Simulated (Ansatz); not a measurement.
CAl (charge -1), a test of scalar relativity

Program: the Ansatz DFT code, driven from Python.

`cal.py`
```python
"""CAl(-) with and without the spin-free two-component Hamiltonian."""

import ansatz as az
from ase import Atoms
import numpy as np


def main() -> None:
    atoms = Atoms(["Al", "C"], positions=[
        (0.0, 0.0, 0.0),
        (0.0, 0.0, 2.005),
    ])
    system = az.Crystal.molecule_from_ase(atoms)

    base = (
        system.calculation()
        .functional("B3LYP")
        .charge(-1)
        .spin("collinear", total=2)
        .forces()
    )
    # a set contracted for a scalar-relativistic Hamiltonian goes with the relativistic run
    sets = {"none": "cc-pVTZ", "scalar": "cc-pVTZ-DK"}
    found = {kind: base.basis(gaussian=basis).pseudopotentials(relativity=kind).run(threads=1, pin="off").report for kind, basis in sets.items()}
    for kind, each in found.items():
        dipole = 4.803205 * np.linalg.norm(each["charge_distribution"]["dipole_moment_e_ang"])
        print(f"{kind:7s} E = {each['free_energy_ev']:.4f} eV  dipole {dipole:.3f} D  largest force component {np.abs(each['forces_ev_ang']).max():.4f} eV/A")
    print(f"relativity lowers the total energy by {found['none']['free_energy_ev'] - found['scalar']['free_energy_ev']:.3f} eV")


if __name__ == "__main__":
    main()
```

```console
$ python cal.py
none    E = -7630.1400 eV  dipole 1.539 D  largest force component 1.4918 eV/A
scalar  E = -7642.5314 eV  dipole 1.554 D  largest force component 1.4882 eV/A
relativity lowers the total energy by 12.391 eV
```

Notes:
- Total energies depend on the basis set; only differences at equal settings carry meaning.
- The geometry is a force-field or estimated start, not a minimum of this method. The basis set changes with the Hamiltonian (a set recontracted for scalar relativity), and most of the change in the total lies in the cores.
- The run takes the species as open-shell (spin multiplicity 3), which needn't be its ground state.
- The expectation value of S² is noticeably off S(S+1) in at least one run, so that state is spin-contaminated.
- An ion's dipole depends on the origin; the program takes it about the centre of nuclear charge.
- b3lyp holds the VWN-RPA fit, as in Gaussian; the form of ORCA and Turbomole is b3lyp5.
- The spin state was assumed, and another may lie lower.
- Anions want diffuse functions, which this basis lacks.
- Run time: 12 s on 1 thread of Arm Neoverse V2, on a shared host, peak memory 0.2 GiB.
